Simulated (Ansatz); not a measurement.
Compare A (`O=CCS`) with its isomer B (`O=S1CC1`).

Isolated molecules relaxed with PBE0-D4/def2-TZVP in Ansatz; ΔE leaves out vibrations. CBS: MP2 limit from def2 TZ/QZ plus the TZ coupled-cluster correction, frozen cores. This one scheme is used for every species. Functionals use def2-TZVPP. B3LYP here is the variant with VWN-RPA as its local correlation; programs differ in this. Each species was taken in one conformer, which may not be the lowest.

A:

Z-matrix (Å, degrees):
```
C
C 1 1.501
S 1 1.800 2 114.6
H 1 1.096 2 107.1 3 -123.3
H 1 1.096 2 106.9 3 123.3
O 2 1.198 1 125.6 3 -0.7
H 2 1.110 1 113.6 3 179.4
H 3 1.347 1 93.7 2 1.0
```

B:

Z-matrix (Å, degrees):
```
C
S 1 1.814
C 1 1.488 2 65.8
H 1 1.084 2 116.3 3 -112.2
H 1 1.084 2 111.8 3 111.8
O 2 1.475 1 111.2 3 -100.0
H 3 1.084 1 117.8 2 102.9
H 3 1.084 1 119.4 2 -107.7
```

(1) Which isomer does CCSD(T)/CBS put lower? Give the gap. (Best estimate.)

(2) Give E(B) − E(A) in kcal/mol with CCSD(T)/def2-SVP, PBE-D4, BLYP-D4, CCSD(T)/def2-TZVPP, B3LYP-D4, B3LYP, MP2/def2-TZVPP. (Best estimate.)

(3) Does the order hold for the free energy at 298.15 K (harmonic terms from PBE0-D4)? (An estimate is asked.)

Largest T1 diagnostic: 0.017.

## Answers

(1) Computed: A, by 23.3 kcal/mol.

(2) Ansatz gave: CCSD(T)/def2-SVP 47.6, PBE-D4 18.6, BLYP-D4 23.6, CCSD(T)/def2-TZVPP 26.5, B3LYP-D4 24.7, B3LYP 24.8, MP2/def2-TZVPP 22.6. None reverses the order clearly.

(3) The calculation gave: Yes: G(B) − G(A) = +25.7 kcal/mol, for one conformer each.

From PBE to PBE0 (25 % exact exchange), in def2-TZVPP and without D4, E(B) − E(A) moves by +2.1 kcal/mol. Leaving LDA and LC-ωPBE aside and taking each functional with its dispersion term where it has one, the values, not all of them listed here, spread over 9.0 kcal/mol, from PBE-D4 to BHLYP-D4. LDA lies −2.4 kcal/mol from PBE without D4.
